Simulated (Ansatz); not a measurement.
Input file:

```yaml
crystal:
  periodic: [false, false, false]
  atoms:
    - {symbol: Hf, position_ang: [0.000000, 0.000000, 0.000000]}
    - {symbol: O, position_ang: [0.000000, 0.000000, 1.741200]}
basis:
  gaussian: {orbitals: def2-TZVPP}
magnetization: {spin_polarized: true, initial_magnetization: 2}
hamiltonian: {xc: {name: r2SCAN}}
output: {forces: true}
```

```sh
$ ansatz run in.yaml --threads 1 --pin off --events-out ev --progress --plain --max-ram 4096MiB --backend cpu
```

**Question.** Roughly how long does this take on 1 thread of AMD EPYC 7R13, shared host, and how much host memory?

**Answer.** 15 s wall and 0.23 GiB.

```
509 factors; their error is unknown
mean field evaluation 1: about -3341.1610 eV, gradient 5.6e1 eV
mean field evaluation 2: about -3114.2231 eV, gradient 1.6e2 eV
mean field evaluation 4: about -3352.2119 eV, gradient 1.2e1 eV
mean field evaluation 8: about -3352.9073 eV, gradient 8.7e-2 eV
mean field evaluation 16: about -3352.9032 eV, gradient 5.5e-5 eV
mean field evaluation 32: about -3351.6623 eV, gradient 3.4e-4 eV
mean field -3352.90319282 eV, -123.2169196566 hartree, gradient 5.4e-5 eV, S^2 2.010971; 6 other end points of the search recorded, 0 dependent functions left out
the calculation of the forces begins
reference -3352.90321372 eV, -123.2169204248 hartree; 11, 9 occupied and 76, 78 virtual orbitals, 509 factors
Total energy: -3352.90321372 eV, -123.2169204248 hartree
Atom 0 at     0.000000     0.000000     0.000000 Å, force    -0.000000    -0.000000    -0.341435 eV/Å
Atom 1 at     0.000000     0.000000     1.741200 Å, force     0.000000     0.000000     0.341435 eV/Å
Dipole moment:    -0.000000    -0.000000    -0.994347 e Å
```

Forces (eV/Å):
```
Hf   0.000  0.000 -0.341
O    0.000  0.000  0.341
```
